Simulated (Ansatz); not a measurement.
# CH2BS+ (SMILES B1[CH+]S1): one structure at several levels

How do the functionals fare away from a minimum? The structure is a structure displaced at random from a GFN2-xTB minimum.

Method: single points in def2-TZVPP; program: Ansatz 0.2.0, Gaussian basis.

Correlated methods freeze the cores.

## (1) Starting geometry

SMILES `B1[CH+]S1`, 5 atoms, charge 1, spin multiplicity 1.

Atoms are counted from 1 here; the program's logs count them from 0.

Bond lengths: B1–C2 1.495 Å, B1–S3 1.741 Å, B1–H4 1.125 Å, C2–S3 1.625 Å, C2–H5 1.069 Å. Angles: C2–B1–S3 59.7°, C2–B1–H4 154.6°, S3–B1–H4 145.3°, B1–C2–S3 67.7°, B1–C2–H5 157.9°, S3–C2–H5 134.3°, B1–S3–C2 52.6°.

Geometry (Å):

```xyz
5
CH2BS
B    -0.1190   -0.7579   -0.2395
C    -0.0954    0.7112    0.0350
S     1.1151   -0.0757    0.7811
H    -0.5630   -1.7088   -0.6443
H    -0.4257    1.7276    0.0164
```

## (2) CCSD(T)/def2-TZVPP

Contents of run/in.yaml:

```yaml
crystal:
  periodic: [false, false, false]
  atoms:
    - {symbol: B, position_ang: [-0.119000, -0.757900, -0.239500]}
    - {symbol: C, position_ang: [-0.095400, 0.711200, 0.035000]}
    - {symbol: S, position_ang: [1.115100, -0.075700, 0.781100]}
    - {symbol: H, position_ang: [-0.563000, -1.708800, -0.644300]}
    - {symbol: H, position_ang: [-0.425700, 1.727600, 0.016400]}
basis:
  gaussian: {orbitals: def2-TZVPP}
total_charge: 1
correlation: {method: ccsd_t}
output: {forces: true}
```

The command line of these runs was not kept.

## (3) PBE0-D4/def2-TZVPP

run/in.yaml, as its differences from that of step 2:

```diff
@@ -11,3 +11,3 @@
 total_charge: 1
-correlation: {method: ccsd_t}
-output: {forces: true}
+hamiltonian: {xc: pbe0, dispersion: d4}
+output: {forces: true, orbitals: {seedname: orbitals}}
```

## (4) wB97M-V/def2-TZVPP

run/in.yaml, as its differences from that of step 3:

```diff
@@ -11,3 +11,3 @@
 total_charge: 1
-hamiltonian: {xc: pbe0, dispersion: d4}
-output: {forces: true, orbitals: {seedname: orbitals}}
+hamiltonian: {xc: {name: wB97M-V}}
+output: {forces: true}
```

## (5) r2SCAN-D4/def2-TZVPP

run/in.yaml, as its differences from that of step 4:

```diff
@@ -11,3 +11,3 @@
 total_charge: 1
-hamiltonian: {xc: {name: wB97M-V}}
+hamiltonian: {xc: r2scan, dispersion: d4}
 output: {forces: true}
```

## (6) PBE-D4/def2-TZVPP

run/in.yaml, as its differences from that of step 5:

```diff
@@ -11,3 +11,3 @@
 total_charge: 1
-hamiltonian: {xc: r2scan, dispersion: d4}
+hamiltonian: {xc: pbe, dispersion: d4}
 output: {forces: true}
```

## (7) revPBE-D4/def2-TZVPP

run/in.yaml, as its differences from that of step 6:

```diff
@@ -11,3 +11,3 @@
 total_charge: 1
-hamiltonian: {xc: pbe, dispersion: d4}
+hamiltonian: {xc: {name: revPBE}, dispersion: d4}
 output: {forces: true}
```

## (8) SPW92/def2-TZVPP

run/in.yaml, as its differences from that of step 7:

```diff
@@ -11,3 +11,3 @@
 total_charge: 1
-hamiltonian: {xc: {name: revPBE}, dispersion: d4}
+hamiltonian: {xc: lda}
 output: {forces: true}
```

(Steps that only read results are left out.)

What does the calculation give? Wanted: energy less free atoms, CCSD(T)/def2-TZVPP; RMS force component; RMS force error; HOMO and LUMO, PBE0-D4; T1 diagnostic.

The runs gave:

```
                                  quantity                                                                                           value
energy less free atoms, CCSD(T)/def2-TZVPP                                                                                      -10.197 eV
                       RMS force component                                                            0.695 to 0.969 eV/Å over the methods
                           RMS force error  PBE0-D4 0.318, wB97M-V 0.306, r2SCAN-D4 0.206, PBE-D4 0.153, revPBE-D4 0.122, SPW92 0.474 eV/Å
                    HOMO and LUMO, PBE0-D4                                                                            -15.78 and -10.18 eV
                             T1 diagnostic                                                                                           0.016
```

In words: Against CCSD(T) the functionals' energies less atoms differ by -3.602 to -0.764 eV, PBE-D4 by -1.306 eV. CCSD(T) in triple zeta still lacks some correlation energy of the bonds, so part of these gaps is its own basis error and they don't rank the functionals. For forces revPBE-D4 does best and SPW92 worst. Frozen-core CCSD(T) forces in triple zeta carry basis errors of their own, and this is one geometry, so small gaps rank nothing.
